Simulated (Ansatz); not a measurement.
The input, for Ansatz 0.2.0:

```yaml
crystal:
  periodic: [false, false, false]
  atoms:
    - {symbol: B, position_ang: [0.007292, -0.000266, 0.011160]}
    - {symbol: H, position_ang: [-0.009124, 0.845018, 0.849840]}
    - {symbol: H, position_ang: [0.033100, -0.807065, 0.818564]}
    - {symbol: H, position_ang: [-0.027031, 0.830055, -0.873975]}
    - {symbol: H, position_ang: [-0.075156, -0.865159, -0.914127]}
basis:
  gaussian: {orbitals: cc-pVTZ}
total_charge: 1
hamiltonian: {xc: {name: B3LYP}}
```

```sh
$ ansatz run in.yaml --threads 1 --pin off --events-out ev --progress --plain --max-ram 2393MiB
```

Log:

```
452 factors; their error is unknown
mean field evaluation 1: about -727.4522 eV, gradient 2.8e1 eV
mean field evaluation 2: about -728.7975 eV, gradient 1.7e1 eV
mean field evaluation 4: about -729.6755 eV, gradient 5.3e-1 eV
mean field evaluation 8: about -729.6630 eV, gradient 9.4e-3 eV
mean field -729.66304518 eV, -26.8146223270 hartree, gradient 1.1e-5 eV, S^2 0.000000; 0 other end points of the search recorded, 0 dependent functions left out
reference -729.66321976 eV, -26.8146287425 hartree; 4, 4 occupied and 82, 82 virtual orbitals, 452 factors
Total energy: -729.66321976 eV, -26.8146287425 hartree
```

Ran on 1 thread of AMD EPYC, shared host: 0.89 s wall, 0.1 GiB peak host memory.
